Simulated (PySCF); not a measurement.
# One molecule, a ladder of functionals, a line

Molecule: `FN(F)F`, F₃N.

Atoms are numbered as in `[F:1][N:2]([F:3])[F:4]`.

GIAO shieldings (ppm, equivalent atoms averaged) in PySCF on the PBE0-D3(BJ)/def2-SVP geometry, basis pcSseg-2, gas phase, non-relativistic:

| functional | exact exchange (%) | σ(F1/F3/F4) | σ(N2) |
| --- | --- | --- | --- |
| BLYP | 0 | 29.5 | -168.6 |
| BP86 | 0 | 38.0 | -156.7 |
| PBE | 0 | 37.2 | -156.2 |
| B3LYP | 20 | 53.3 | -154.6 |
| PBE0 | 25 | 66.4 | -139.1 |
| HF | 100 | 132.6 | -92.4 |

**Question.** Fit each shielding as a line in the percentage of exact exchange.

**Answer.** σ(F1/F3/F4) = 35.9 + 0.98 x (rms 3.9 ppm); σ(N2) = -161.2 + 0.69 x (rms 5.4 ppm). The functionals also differ in their semilocal parts, which the line can't hold; Hartree–Fock has no correlation at all.

**Question.** What does the line predict for mPW1PW91 (25 %), and what does the run give?

**Answer.** σ(F1/F3/F4): 60.4 predicted, 66.6 computed; σ(N2): -143.9 predicted, -141.4 computed ppm.
